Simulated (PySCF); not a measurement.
Calculated properties of `C1C(C(C)=O)C1`

Compound: C5H8O.
Bonds: C1–C2, C2–O3 (double), C2–C4, C4–C5, C5–C6, C4–C6. Hydrogens: H7, H8, H9 on C1; H10 on C4; H11, H12 on C5; H13, H14 on C6.

Some functional groups and rings: ketone and cyclopropane ring.

**GFN2-xTB geometry**

```
Point group of the GFN2-xTB geometry                  : Cs
Rotational constants A, B, C of the GFN2-xTB geometry : 7.168, 2.656, 2.313 GHz
```

B3LYP/def2-SVPD ground state and vertical TDDFT (core frozen in the response) (PySCF):

```
Dipole moment                                                     : 3.03 D
HOMO energy                                                       : -7.03 eV
LUMO energy                                                       : -0.69 eV
HOMO–LUMO gap                                                     : 6.34 eV
Lowest singlet excitation                                         : 4.54 eV (273 nm, f = 0.000)
Strongest line among the 8 lowest singlet transitions             : S3 at 6.99 eV (177 nm, f = 0.167)
Lowest triplet excitation (Tamm–Dancoff)                          : 4.02 eV
Static isotropic polarisability                                   : 61.5 au
Electronic spatial extent ⟨r²⟩ about the centre of nuclear charge : 598 bohr²
```

Monoisotopic mass from the formula: 84.0575 u.

The principal polarisabilities are 52.7, 59.2 and 72.4 au; their mean is the isotropic value. The dipole matches unit charges of opposite sign 0.63 Å apart (1 e·Å = 4.8032 D). With B = h/(8π²I), that is 505.379 GHz u Å² over I, the principal moments of inertia are 70.5, 190.3 and 218.5 u Å² (most abundant isotopes). No computed singlet falls in the visible range (750 to 380 nm, 1.65 to 3.26 eV); S1 lies 1.28 eV above its blue end.

One conformer (not necessarily the lowest) at the GFN2-xTB geometry, without solvent, vibrations or thermal averaging.

For the TDDFT job (B3LYP/def2-SVPD), hardware: x86-64 server, one thread, shared host. Cost: 16 s wall.

The values belong to the conformer `[CH3:1][C:2](=[O:3])[CH:4]1[CH2:5][CH2:6]1`: C1–C2–C4–C5 -146°.
